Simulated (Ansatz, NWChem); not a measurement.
# Worked example: the enthalpy of formation of OCS (SMILES O=C=S)

OCS has 3 atoms, charge 0, and is taken as a singlet. SMILES: `O=C=S`. Geometry: relaxed at PBE0-D4/def2-TZVP.

```tsv
atom	x (Å)	y (Å)	z (Å)
O	0.9220	0.6844	0.5821
C	0.0967	0.0718	0.0611
S	-1.0187	-0.7562	-0.6432
```

Total energies at SVWN5/def2-TZVP (NWChem 7.3.0); the atoms run unrestricted:

```tsv
species	state	energy (Eh)
OCS	singlet	-509.371604
O	triplet	-74.525567
C	triplet	-37.467389
S	triplet	-396.726454
```

Harmonic wavenumbers at PBE0-D4/def2-TZVP, in cm⁻¹: 539, 539, 900, 2156.

Measured heats of formation of the gaseous atoms at 298.15 K, in kJ/mol: O 249.2, C 716.9, S 277.0. Spin-orbit lowering of the atoms at 298 K (mean of the ground term's levels less their thermal mean, from spectra), in kJ/mol: O 0.40, C 0.02, S 1.88. Take 1 Eh = 2625.50 kJ/mol, 1 cm⁻¹ = 0.0119627 kJ/mol, RT = 2.479 kJ/mol.

Question: What heat of formation follows?

Answer: 
1. Electronic atomisation energy: (-74.525567) + (-37.467389) + (-396.726454) − (-509.371604) = 0.652194 Eh = 1712.3 kJ/mol.
2. Zero-point energy: half the sum of the wavenumbers, 2067 cm⁻¹ = 24.7 kJ/mol.
3. Thermal vibrational enthalpy, Σ hcν̃/(exp(hcν̃/kT) − 1): 1.2 kJ/mol. Translation, rotation and pV of a linear molecule: 3.5 RT = 8.7 kJ/mol.
4. The 3 free atoms carry 5/2 RT each: 18.6 kJ/mol.
5. Spin-orbit coupling lowers the free atoms by 0.40 + 0.02 + 1.88 = 2.3 kJ/mol.
6. Atomisation enthalpy at 298 K: 1712.3 − 2.3 − 24.7 − 1.2 − 8.7 + 18.6 = 1694.0 kJ/mol.
7. Sum of the atoms' heats of formation: 1243.1 kJ/mol. Heat of formation: 1243.1 − 1694.0 = -450.9 kJ/mol.

The tabulated value is -138.4 kJ/mol (NIST-JANAF tables), so this level is off by -312.5 kJ/mol, or 22.6 % of the atomisation enthalpy that the table implies (1381.5 kJ/mol). The LDA overbinds, which puts heats of formation too low. Anharmonicity and any spin-orbit splitting of the molecule are left out.
